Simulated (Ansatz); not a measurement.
# AlSiH (triplet): from Hartree-Fock to the top rungs, def2-QZVPP

One table from this session's results is given with a row withheld; the runs are named, their logs left out.

Computed with Ansatz 0.2.0, Gaussian basis. Level: def2-QZVPP, core rule «outside noble gas», up to 10 orbitals frozen.

To be run: UHF; ROHF; CCSD(T) on UHF.

2 further runs of the same task are left out: 2 set aside as unsound or not needed. Runs told in other sessions of the task aren't counted.

## The system

The geometry is a PBE0/def2-TZVP stationary point (not a proven minimum) of the parent state, kept for this charge and spin.

3 atoms, charge 0, spin multiplicity 3.

Atoms are counted from 1 here; the program's logs count them from 0.

Bond lengths: Si1–Al2 2.647 Å, Si1–H3 1.545 Å. Angles: Al2–Si1–H3 78.2°.

The first run:

Contents of in.yaml:

```yaml
crystal:
  periodic: [false, false, false]
  atoms:
    - {symbol: Si, position_ang: [0.000000, -0.066010, 1.277710]}
    - {symbol: Al, position_ang: [0.000000, 0.014356, -1.367591]}
    - {symbol: H, position_ang: [0.000000, 1.455013, 1.006599]}
basis:
  gaussian: {orbitals: "def2-QZVPP.json"}
magnetization: {spin_polarized: true, initial_magnetization: 2}
hamiltonian: {xc: hf}
output: {orbitals: {seedname: orbitals}}
```

Run with:

```console
$ ansatz run in.yaml --threads 1 --pin off --events-out ev --progress --plain --max-ram 2393MiB
```

Among the steps run: UHF; ROHF; CCSD(T) on UHF.

One of the session's tables, all rows but one given; the rest of the session is left out.

| method | from UCCSD(T) (meV) |
| --- | --- |
| ROHF | +5402.4 |
| UHF | ? |
| UMP2 | +1109.9 |
| UCCSD | +270.4 |
| UCCSD(T) | 0 |

Q: Estimate the row for UHF from the others.

The run gave: from UCCSD(T) (meV): +5168.9. In the column «from UCCSD(T) (meV)» it lies between UMP2 (+1109.9) and ROHF (+5402.4).
